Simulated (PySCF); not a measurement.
# Nuclear quadrupole coupling in `CC[C@@H]1CCN1`

Species: C₅H₁₁N.
Z-matrix (Å and degrees, GFN2-xTB geometry), rows numbered from 1:
```
C 
C   1  1.5237
C   2  1.5226  1  111.84
C   3  1.5390  2  117.69  1   -72.73
C   4  1.5333  3   86.53  2  -129.34
N   5  1.4637  4   89.44  3    13.15
H   1  1.0877  2  110.59  3    60.09
H   1  1.0873  2  110.46  3  -179.74
H   1  1.0882  2  110.56  3   -59.83
H   2  1.0908  1  110.24  3  -120.88
H   2  1.0920  1  109.92  3   120.61
H   3  1.1004  2  109.56  1    56.57
H   4  1.0868  3  116.55  2   112.76
H   4  1.0866  3  112.83  2   -15.70
H   5  1.0964  4  113.19  3  -103.93
H   5  1.0922  4  116.76  3   128.29
H   6  1.0130  3  116.79  2  -104.94
```

Field gradients from the B3LYP/pcJ-1 density (PySCF, non-relativistic), principal values in atomic units, ordered |Vxx| ≤ |Vyy| ≤ |Vzz|:

| atom | Vxx | Vyy | Vzz |
| --- | --- | --- | --- |
| N6 | 0.5833 | 0.6126 | -1.1959 |

Task: Find the asymmetry η = (Vxx − Vyy)/Vzz and the couplings χ = eQV/h (234.96 MHz × Q in barn × V in au), with Q(14N) = 0.02044 b.

Result: 
| atom | environment | nucleus | η | χzz (MHz) | χxx (MHz) | χyy (MHz) |
| --- | --- | --- | --- | --- | --- | --- |
| N6 | secondary amine nitrogen | 14N | 0.02 | -5.74 | 2.80 | 2.94 |

The gradient is axial or nearly so (η below 0.05) at N6. 

Task: What is Vzz at N6 in SI units (1 au = 9.71736 × 10²¹ V/m²)?

Result: -1.1959 au = -11.621 × 10²¹ V/m².

Task: And the gradient at the other heavy atoms, for which no coupling is worked out here?

Result: 
```
atom                   environment  Vzz (au)     η
  C1                 methyl carbon     0.029  0.07
  C2              chain CH2 carbon    -0.043  0.39
  C3  sp3 carbon bound to nitrogen     0.186  0.19
  C4     four-membered-ring carbon    -0.052  0.69
  C5  sp3 carbon bound to nitrogen     0.193  0.36
```

Were the hydrogens deuterons (Q(2H) = 0.00286 b), χzz would run from 186 kHz (H12) to 263 kHz (H17).

The structure is a single GFN2-xTB conformer in the gas phase; no vibrational or solvent corrections. GFN2-xTB bond lengths can be off by several hundredths of an ångström, more for odd bonds, and the gradients follow them. A larger basis could move these couplings by a tenth or more.

The run behind these numbers computed spin–spin couplings as well. Time: 86 s; peak memory 1.2 GiB. Hardware: one thread of an Arm Neoverse V1 (shared host).
